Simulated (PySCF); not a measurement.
Isomers of [C4H7S]- (charge -1), one GFN2-xTB conformer each. Single-point energies are computed at PBE0/pcSseg-1 (PySCF, gas phase, no added dispersion term), electronic only.

```tsv
SMILES	GFN2-xTB relative energy (kcal/mol)
CC/C=C\[S-]	0.0
C/C=C\C[S-]	9.8
C[C@@H]1C[C@H]1[S-]	4.4
```

Conformers: `[CH3:1][CH2:2]/[CH:3]=[CH:4]\[S-:5]` (charge -1) with C1–C2–C3–C4 -116°; `[CH3:1]/[CH:2]=[CH:3]\[CH2:4][S-:5]` (charge -1) with C2–C3–C4–S5 -104°.

Question: What does PBE0/pcSseg-1 give for the same structures?

Answer: 
| SMILES | PBE0/pcSseg-1 E (Eh) | PBE0/pcSseg-1 (kcal/mol) | GFN2-xTB (kcal/mol) | point group |
| --- | --- | --- | --- | --- |
| CC/C=C\[S-] | -554.47658 | 0.0 | 0.0 | C1 |
| C/C=C\C[S-] | -554.45519 | 13.4 | 9.8 | C1 |
| C[C@@H]1C[C@H]1[S-] | -554.45411 | 14.1 | 4.4 | C1 |

Both levels put the same isomer lowest; measured from each level's own lowest isomer, the values differ by up to 9.7 kcal/mol (C[C@@H]1C[C@H]1[S-]: 4.4 against 14.1). As drawn, the highest has a three-membered ring, which the lowest lacks. Neighbours under 5.0 kcal/mol apart (C/C=C\C[S-] and C[C@@H]1C[C@H]1[S-]) can change places with a better method, another conformer or zero-point energy.
